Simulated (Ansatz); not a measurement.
# PN: geometry and frequencies at several levels

An exercise on one series of results from a longer session: the logs are not shown, and one member is left open.

Program: Ansatz 0.2.0. Level of theory: the levels named in each step. These are calculated values, not measurements.

## The system as given

Bond lengths: N1–P2 1.458 Å.

Structure file:

```xyz
2

N     0.0000    0.0000    0.0000
P     0.0000    0.0000    1.4584
```

Set-up of the first run:

The input, input.yaml:

```yaml
crystal:
  periodic: [false, false, false]
  atoms:
    - { symbol: "N", position_ang: [0.0, 0.0, 0.0] }
    - { symbol: P, position_ang: [0.0, 0.0, 1.4584] }
basis:
  gaussian: { orbitals: def2-SVP }
hamiltonian:
  xc: pbe
  dispersion: d4
relax:
  f_tol: 0.03
  max_steps: 200
```

Started as:

```sh
$ ansatz run input.yaml --threads 2 --pin off --max-ram 5120MiB --backend cpu --events-out ev --progress --plain --runs-dir out
```

Steps of the session up to this table: A rough first relaxation, PBE-D4/def2-SVP; Relaxation, PBE0-D4/def2-TZVPP; Frequencies, PBE0-D4/def2-TZVPP; Relaxation, PBE-D4/def2-TZVPP; Frequencies, PBE-D4/def2-TZVPP; Relaxation, r2SCAN-D4/def2-TZVPP; Frequencies, r2SCAN-D4/def2-TZVPP; Relaxation, B3LYP-D4/def2-TZVPP; Frequencies, B3LYP-D4/def2-TZVPP; Relaxation, B2PLYP/def2-TZVPP; Frequencies, B2PLYP/def2-TZVPP.

One table of the session follows, with a row left open; its other results are not shown here.

| level | N1–P2 (Å) | rotational constants (MHz) | dipole (D) | highest frequency (cm⁻¹) |
| --- | --- | --- | --- | --- |
| PBE0-D4/def2-TZVPP | 1.4792 | 23951 | 2.84 | 1429 |
| PBE-D4/def2-TZVPP | 1.4997 | 23300 | 2.66 | 1339 |
| r2SCAN-D4/def2-TZVPP | 1.4870 | 23701 | 2.74 | 1390 |
| B3LYP-D4/def2-TZVPP | 1.4825 | 23844 | 2.88 | 1404 |
| B2PLYP/def2-TZVPP | ? | ? | ? | ? |

**Question.** Estimate the row for B2PLYP/def2-TZVPP.

The run gave: N1–P2 (Å): 1.4986; rotational constants (MHz): 23337; dipole (D): 2.73; highest frequency (cm⁻¹): 1308. In the column «N1–P2 (Å)» it lies between r2SCAN-D4/def2-TZVPP (1.4870) and PBE-D4/def2-TZVPP (1.4997).
